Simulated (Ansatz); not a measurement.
Si(OMe)H3 (CH₆OSi) was relaxed with PBE0-D4 (def2-TZVP) in Ansatz in these states: charge +1 doublet, neutral singlet. The geometries follow in no particular order.

A:

```xyz
9

Si   -0.645   -1.299   -0.163
O     0.464   -0.092    0.441
C     0.584    1.232    0.123
H    -0.124    1.589   -0.624
H     1.645    1.397   -0.168
H     0.548    1.800    1.076
H    -1.328   -1.633    1.114
H     0.320   -2.337   -0.595
H    -1.464   -0.656   -1.205
```

B:

```xyz
9

Si    0.918    0.919    0.211
O    -0.512    0.200    0.577
C    -1.004   -0.909   -0.138
H    -1.149   -0.672   -1.199
H    -1.968   -1.190    0.288
H    -0.327   -1.768   -0.062
H     2.046   -0.048    0.335
H     1.086    2.032    1.173
H     0.910    1.437   -1.186
```

**Question.** Judge from the bond lengths which geometry belongs to which state (an estimate).

**Answer.** A is the charge +1 doublet (Si1–O2 1.747 Å, O2–C3 1.367 Å, C3–H5 1.112 Å); B is the neutral singlet (Si1–O2 1.642 Å, O2–C3 1.408 Å, C3–H5 1.091 Å).
